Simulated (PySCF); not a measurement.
Species: Si₂H₅ (doublet state).
Geometry (PBE0-D3(BJ)/def2-SVP, Å), atoms numbered from 1 in this order:
```xyz
7
Si2H5 angstrom
Si     1.3560   -0.0338    0.2840
Si    -0.9548    0.1461    0.0372
H      2.1431    0.7573   -0.7126
H      1.8642   -1.4396    0.3446
H     -1.6227   -0.5806    1.1599
H     -1.3401    1.5892    0.0916
H     -1.4391   -0.4287   -1.2588
```

The species is `[SiH2][SiH3]` [radical].

The calculation used UKS B3LYP, IGLO-III on Si, pcH-1 on H, non-relativistic, mean-field spin-orbit, GIAO in PySCF 2.14.0. Geometry: PBE0-D3(BJ)/def2-SVP; no solvent, vibrations or thermal averaging. No stability test was run, so a lower SCF solution isn't excluded.

Task: Break the g tensor into its mass correction, gauge correction and orbital-Zeeman/spin–orbit terms.

Result: 
```csv
Δg (ppm),1,2,3
relativistic mass correction,-121,-121,-121
gauge correction,8,40,42
orbital Zeeman/spin–orbit,-169,1974,4032
total,-282,1893,3953
```

So g = 2.00204, 2.00421, 2.00627 and g_iso = 2.00417; the tensor is rhombic: the two nearest values differ by 49 % of g3 − g1. Axes: g2 points within 15° of the Si1–Si2 bond.

Task: How much does each term add to the isotropic shift?

Result: The orbital-Zeeman/spin–orbit term 1946, the mass correction -121 and the gauge correction 30 ppm, for a total of 1855 ppm. The orbital-Zeeman/spin–orbit term is the largest in size. The mass correction is the same along every axis, so the anisotropy comes from the other two: their spans along these axes are 34 (gauge) and 4201 ppm (orbital Zeeman/spin–orbit).

Task: At 9.724 GHz, how far is the centre of the isotropic spectrum from where a free electron (g = 2.002319) resonates?

Result: B = hν/(g μB) with μB/h = 13.99624 MHz/mT gives 346.98 mT for the free electron and 346.66 mT at g_iso, 0.32 mT lower.

Task: In a frozen sample, at which fields do the three g values resonate at 9.5, 34, 94 and 263 GHz (hyperfine left aside), and which band first spreads them over more than twice a line width of 0.3 mT?

Result: 
| band | GHz | B(g3) mT | B(g2) mT | B(g1) mT | spread mT |
| --- | --- | --- | --- | --- | --- |
| X | 9.5 | 338.32 | 338.66 | 339.03 | 0.72 |
| Q | 34.0 | 1210.81 | 1212.06 | 1213.38 | 2.56 |
| W | 94.0 | 3347.55 | 3350.99 | 3354.63 | 7.08 |
| J | 263.0 | 9366.00 | 9375.63 | 9385.82 | 19.81 |

The spread grows in proportion to the frequency. X band is the first where it exceeds 0.6 mT.

The largest Mulliken spin population is on Si1 (+0.97). The angles at Si1 add up to 338.8°, so it is pyramidal.

The HOMO–LUMO gaps are 5.99 eV among the α and 5.36 eV among the β orbitals.
